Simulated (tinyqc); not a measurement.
The basis set: RHF and MP2 along a ladder of basis sets, for H2O, spin multiplicity 1. Computed by the program tinyqc with PySCF. Same geometry throughout; the dipole is taken about the origin.

Geometry (angstrom):
```
atom,x,y,z
O,0.0000,0.0000,0.0000
H,0.0000,0.7530,0.4690
H,0.0000,-0.7530,0.4690
```

RHF and frozen-core MP2 in a ladder of bases:
```
basis,functions,E(RHF) (hartree),E(MP2 corr) (hartree),HOMO (eV),LUMO (eV),dipole (debye)
sto-3g,7,-74.93155,-0.02878,-10.553,17.820,1.709
3-21g,13,-75.57142,-0.11544,-12.991,7.823,2.215
6-31g,13,-75.97606,-0.12105,-13.635,6.064,2.377
6-31g**,24,-76.01369,-0.18888,-13.557,6.331,1.906
cc-pvdz,24,-76.01608,-0.19607,-13.478,5.422,1.799
aug-cc-pvdz,41,-76.03216,-0.21307,-13.960,1.017,1.747
cc-pvtz,58,-76.04903,-0.25600,-13.808,4.105,1.775
```

What does the comparison show, and why?

From cc-pVDZ to cc-pVTZ the RHF energy falls by 32.9 mhartree and the correlation energy by 59.9. If valence correlation converges as X^-3, (27 E(T) - 8 E(D))/19 gives -0.2812 hartree, a rough estimate from such small X that usually falls short; STO-3G holds about 10 % of it. Beyond STO-3G the LUMO moves by 6.8 eV and the HOMO by 1.0 eV; diffuse functions lower the positive LUMO sharply, since an unbound virtual level tracks the most diffuse function.
